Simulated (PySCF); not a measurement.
AlH + F₂ → AlF + HF

Level: B3LYP in the def2-SVP basis family, all electrons, no relativity, computed in PySCF with density fitting; open shells unrestricted.

| species | state and structure | E (Eh) | ZPE (kJ/mol) | H(298 K) − H(0) (kJ/mol) | S° (J/(mol K)) |
| --- | --- | --- | --- | --- | --- |
| AlH | singlet, C∞v, Al–H 1.667 Å | -242.91859 | 9.8 | 8.7 | 187.9 |
| F₂ | singlet, D∞h, F–F 1.395 Å | -199.34405 | 6.2 | 8.8 | 202.2 |
| AlF | singlet, C∞v, Al–F 1.679 Å | -342.19257 | 4.9 | 8.9 | 215.2 |
| HF | singlet, C∞v, H–F 0.925 Å | -100.35323 | 24.4 | 8.7 | 173.7 |

(1) What is the electronic reaction energy?

(2) Add zero-point, thermal and entropy terms for 298.15 K and 1 bar.

Answers

(1) At B3LYP/def2-SVP, ΔE = -743.4 kJ/mol from the differences of the total energies times 2625.5, downhill. 

(2) ΔZPE = 13.3 and Δ[H(298) − H(0)] = 0.1 kJ/mol give ΔH° = -730.0 kJ/mol. ΔS° = -1.2 J/(mol K), so ΔG° = -730.0 − 298.15 × (-0.0012) = -730 kJ/mol.

The structures come from searches over a few start shapes, so lower isomers are not excluded.
